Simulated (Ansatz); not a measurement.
The cluster Li2H. Charge 0, multiplicity 2. Geometry PBE-D4/def2-TZVP; atoms count from 1.

```tsv
atom	x (Å)	y (Å)	z (Å)
Li1	0.393	-0.184	-1.633
Li2	-0.392	0.184	1.633
H3	-0.002	0.000	0.000
```

Another isomer (doublet) lies 0.20 eV lower at PBE0-D4/def2-TZVP; other spin states weren't run for this one.

**Question.** Estimate the Mulliken populations from the PBE0/def2-TZVP orbitals of Ansatz.

**Answer.** 
```json
{"atom": "Li1", "charge (e)": "0.33", "spin (α − β)": "0.51"}
{"atom": "Li2", "charge (e)": "0.33", "spin (α − β)": "0.51"}
{"atom": "H3", "charge (e)": "-0.66", "spin (α − β)": "-0.01"}
```
Mulliken values and Mayer orders depend strongly on the basis.

**Question.** Where does the spin sit?

**Answer.** Summed by element: Li 1.01, H -0.01, of 1 unpaired in all. Largest on single atoms: Li2 0.51, Li1 0.51, H3 -0.01.
